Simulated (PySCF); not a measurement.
## How methods differ on the electron affinity of Li

Li⁻ [He] 2s2 (1S) → Li [He] 2s1 (2S), as a difference of total energies. Computed with PySCF 2.14 in aug-cc-pVTZ (5s4p3d2f, 46 functions), with the non-relativistic Hamiltonian (point nucleus). Correlated levels: valence: 1s2 frozen. The calculations carry no spin-orbit coupling.

```tsv
method	electron affinity (eV)	error (eV)
UHF	-0.124	-0.742
MP2 (valence)	0.348	-0.270
SCS-MP2 (valence)	0.442	-0.176
CCSD (valence)	0.614	-0.004
```

Reference: 0.618 eV (measured; photodetachment measurements, as compiled on the Wikipedia data page of electron affinities).

Errors of the correlated levels include the incompleteness of this basis and the frozen core.

A negative affinity means that the anion lies above the atom at that level of theory.

With two correlated electrons CCSD is exact in that space.

The coupled-cluster amplitudes are large for Li⁻ (T1 above 0.03 or a double amplitude above 0.15), so a single reference is strained.
